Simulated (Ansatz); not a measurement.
Corundum Cr2O3 was calculated with LDA (Ansatz, a program for electronic structure, plane waves, PAW).

Run with plane-wave cutoff 520 eV, 8×8×8 k mesh, Fermi–Dirac smearing 0.01 eV, spin-polarised with opposed moments, scalar-relativistic PAW data made under PBE.

Shape and atoms are relaxed at each volume.

Pressure at four volumes; x = ln(V/8.860 Å³). One pressure is withheld.

```
V (Å³/atom)        x  P (GPa)
-----------  -------  -------
8.506        -0.0408        ?
8.683        -0.0202     4.48
8.860         0.0000     0.00
9.214         0.0392    -8.12
```

Q: Pass a parabola P(x) through the three rows shown, estimate the bulk modulus and its pressure derivative near zero pressure, and predict the withheld pressure.

A: Slopes between the rows: (0.00 − (4.48))/(0.0000 − (-0.0202)) = -221.78 and (-8.12 − (0.00))/(0.0392 − (0.0000)) = -207.14 GPa. Their difference over the span 0.0594 is c = 14.64/0.0594 = 246.5 GPa, so P(x) = 4.48 + (-221.78)(x − (-0.0202)) + 246.5 (x − (-0.0202))(x − (0.0000)). At the middle row B = −dP/dx = −[-221.78 + 246.5 × 0.0202] = 216.8 GPa, and B′ = dB/dP = 2c/B = 2.3. At x = -0.0408 the parabola gives 9.26 GPa; the run gives 9.21 GPa. The Birch–Murnaghan fit to the energies at all volumes has B0 = 217 GPa and B′ = 2.1.

Measured, for comparison: bulk modulus 234 GPa (temperature not stated, not corrected to a static lattice, sources range from 206 to 245; as tabulated in Toher et al. (2017), arXiv:1611.05714). Computed less measured: bulk modulus -7 % (inside the range of the sources held).

Note: without U or exact exchange, gaps and moments of open d shells tend to come out too small.
